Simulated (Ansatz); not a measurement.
Geometry optimisation, Ansatz 0.2.0, RKS PBE0-D4/def2-SVPD.

The input (input.yaml):

```yaml
crystal:
  periodic: [false, false, false]
  atoms:
    - { symbol: Al, position_ang: [0.0, 0.0, 0.0] }
    - { symbol: H, position_ang: [1.0219, 0.0, 1.433] }
    - { symbol: C, position_ang: [2.1347, 0.0, 0.3896] }
    - { symbol: H, position_ang: [2.4643, -1.0462, 0.2194] }
    - { symbol: H, position_ang: [1.9982, 0.508, -0.5878] }
    - { symbol: C, position_ang: [3.1885, 0.7369, 1.2] }
    - { symbol: H, position_ang: [4.1124, 0.1238, 1.2512] }
    - { symbol: H, position_ang: [3.4166, 1.7088, 0.7147] }
    - { symbol: H, position_ang: [2.8073, 0.9171, 2.2268] }
    - { symbol: H, position_ang: [-1.351, 0.0, -0.78] }
basis:
  gaussian: { orbitals: def2-SVPD }
hamiltonian:
  xc: pbe0
  dispersion: d4
relax:
  f_tol: 0.15
  max_steps: 25
  restrain:
    - { distance: [1, 2], at: 1.11, k: 30.0 }
    - { distance: [0, 1], at: 2.76, k: 30.0 }
    - { distance: [0, 2], at: 3.17, k: 30.0 }
```

Launched with:

```bash
$ ansatz run input.yaml --threads 4 --pin off --max-ram 5120MiB --backend cpu --events-out ev --progress --plain --runs-dir out
```

Where does it end, and by what steps?

It converged. The restraints hold the end off the free minimum; the threshold counts their pulls, which the force column leaves out. Restrained pairs: H2–C3 (1.53 → 1.11 Å), Al1–H2 (1.76 → 2.76 Å), Al1–C3 (2.17 → 3.17 Å). The force dipped under the threshold on the way, but the program's further checks kept it going. After 20 steps the energy has fallen by 4.098 eV (the restraints' own energy left out); H10 moved furthest, 1.25 Å.

| step | energy less start (eV) | largest force component (eV/Å) | accepted |
| --- | --- | --- | --- |
| 0 | 0.0000 | 3.696 | yes |
| 1 | 0.6005 | 4.355 | yes |
| 2 | 0.4453 | 8.460 | yes |
| 3 | -0.7212 | 7.599 | yes |
| 4 | -2.1594 | 4.030 | yes |
| 5 | -3.2010 | 1.576 | yes |
| 6 | -3.6509 | 1.339 | yes |
| 7 | -3.7469 | 0.812 | yes |
| 8 | -3.8037 | 0.693 | yes |
| 9 | -3.8494 | 0.446 | yes |
| 10 | -3.8911 | 0.334 | yes |
| 11 | -3.9270 | 0.225 | yes |
| 12 | -3.9523 | 0.185 | yes |
| 13 | -3.9812 | 0.213 | yes |
| 14 | -4.0351 | 0.192 | yes |
| 15 | -4.0685 | 0.447 | yes |
| 16 | -4.0811 | 0.233 | yes |
| 17 | -4.0901 | 0.162 | yes |
| 18 | -4.0943 | 0.098 | yes |
| 19 | -4.0949 | 0.218 | yes |
| 20 | -4.0984 | 0.103 | yes |

```xyz
10
Properties=species:S:1:pos:R:3
Al -0.874 -0.581 -0.310
H 1.174 0.174 1.379
C 2.063 -0.142 0.799
H 2.292 -1.176 1.095
H 1.792 -0.145 -0.271
C 3.233 0.796 1.046
H 4.117 0.490 0.469
H 2.985 1.828 0.756
H 3.518 0.806 2.109
H -0.507 0.899 -1.006
```

Run time: 27 s on 4 threads of Intel(R) Xeon(R) Platinum 8259CL CPU @ 2.50GHz (Skylake/Cascade Lake) (shared host), peak memory 0.25 GiB.
